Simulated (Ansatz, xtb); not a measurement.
Relative energy of two isomers of CH2BN

Structure a is `BC#N`, a singlet and structure b is `B[N+]#[C-]`, a singlet. Both are isolated molecules in the gas phase, relaxed with B3LYP-D4/def2-TZVP.

Quicker runs give these differences E(b) − E(a): GFN2-xTB +3.2 kcal/mol; HF/STO-3G +1.3 kcal/mol (at GFN2-xTB geometries); r2SCAN-D4/def2-SVP +1.3 kcal/mol (at GFN2-xTB geometries).

Problem. Estimate E(b) − E(a) at the level CCSD(T)/def2-TZVPP.

Solution. Calculated at CCSD(T)/def2-TZVPP: E(b) − E(a) = +2.7 kcal/mol, so structure a lies lower.

The same difference at several levels:

| level | geometry | E(b) − E(a) (kcal/mol) | departure from the last row (kcal/mol) | job, with rough time for the two |
| --- | --- | --- | --- | --- |
| GFN2-xTB | GFN2-xTB | +3.2 | +0.5 | optimisation, 0.088 s |
| HF/STO-3G | GFN2-xTB | +1.3 | −1.4 | single point, 0.12 s |
| r2SCAN-D4/def2-SVP | GFN2-xTB | +1.3 | −1.4 | single point, 1.2 s |
| B3LYP-D4/def2-TZVP | B3LYP-D4/def2-TZVP | +1.4 | −1.3 | optimisation, 8.1 s |
| HF/def2-TZVPP | B3LYP-D4/def2-TZVP | −4.1 | −6.8 | part of the CCSD(T) run |
| MP2/def2-TZVPP | B3LYP-D4/def2-TZVP | +5.4 | +2.7 | part of the CCSD(T) run |
| CCSD(T)/def2-TZVPP | B3LYP-D4/def2-TZVP | +2.7 |  | single point, 8.4 s |

As drawn, b has 1 B–N in place of 1 C–B.

HF/def2-TZVPP puts the two in the other order. The largest departure from CCSD(T)/def2-TZVPP is that of HF/def2-TZVPP, 6.8 kcal/mol.

With harmonic frequencies from B3LYP-D4/def2-TZVP (ideal gas, rigid rotor, one conformer each, 298.15 K, 1 atm): on the last row, ΔE + ΔZPE = +2.6, ΔH = +2.7, ΔG = +2.6 kcal/mol.

The correlated steps freeze 3 core orbitals. Programs: Ansatz 0.2.0, xtb 6.7.1; the last row on 2 threads of Arm Neoverse V1 on a shared host.
